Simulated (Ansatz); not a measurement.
# SO (triplet): small, medium and large basis sets

An exercise on one series of results from a longer session: the logs are not shown, and one member is left open.

Method: one geometry, several basis sets; program: Ansatz 0.2.0, Gaussian basis.

The runs, in order: PBE0-D4/def2-SVP; ωB97M-V/def2-SVP; PBE0-D4/def2-QZVPP; ωB97M-V/def2-QZVPP; CCSD(T)/cc-pV(D+d)Z; CCSD(T)/cc-pV(T+d)Z; CCSD(T)/cc-pV(Q+d)Z; the functionals' def2-TZVPP values are taken from earlier runs.

### The relaxed structure

An earlier PBE0-D4 in a triple-zeta def2 set relaxation fixed the geometry.

SMILES `O=S`, 2 atoms, charge 0, spin multiplicity 3.

Atoms are counted from 1 here; the program's logs count them from 0.

Bond lengths: O1–S2 1.480 Å.

As a file:

```
O     0.00000    0.00000    0.00077
S     0.00000    0.00000    1.48031
```

The first run:

The input, in.yaml:

```yaml
crystal:
  periodic: [false, false, false]
  atoms:
    - {symbol: O, position_ang: [0.000000, -0.000000, 0.000774]}
    - {symbol: S, position_ang: [-0.000000, 0.000000, 1.480313]}
basis:
  gaussian: {orbitals: def2-SVP}
magnetization: {spin_polarized: true, initial_magnetization: 2}
hamiltonian: {xc: pbe0, dispersion: d4}
output: {orbitals: {seedname: orbitals}}
```

Launch:

```
$ ansatz run in.yaml --threads 2 --pin off --events-out ev --progress --plain --max-ram 32768MiB --backend cpu
```

Steps of the session up to this table: PBE0-D4 in def2-SVP; ωB97M-V in def2-SVP; PBE0-D4 in def2-QZVPP; ωB97M-V in def2-QZVPP.

One table of the session follows, with a row left open; its other results are not shown here.

It belongs to the step «Functionals by basis». 

| functional | basis | HOMO (eV) | LUMO (eV) |
| --- | --- | --- | --- |
| PBE0-D4 | def2-SVP | -7.39 | -2.94 |
| PBE0-D4 | def2-TZVPP | ? | ? |
| PBE0-D4 | def2-QZVPP | -7.64 | -3.23 |
| ωB97M-V | def2-SVP | -9.42 | -0.69 |
| ωB97M-V | def2-TZVPP | -9.62 | -1.05 |
| ωB97M-V | def2-QZVPP | -9.70 | -1.18 |

Q: Estimate the row for PBE0-D4, def2-TZVPP from the others.

**Answer.** HOMO (eV): -7.58; LUMO (eV): -3.16. In the column «HOMO (eV)» it lies between PBE0-D4, def2-QZVPP (-7.64) and PBE0-D4, def2-SVP (-7.39).
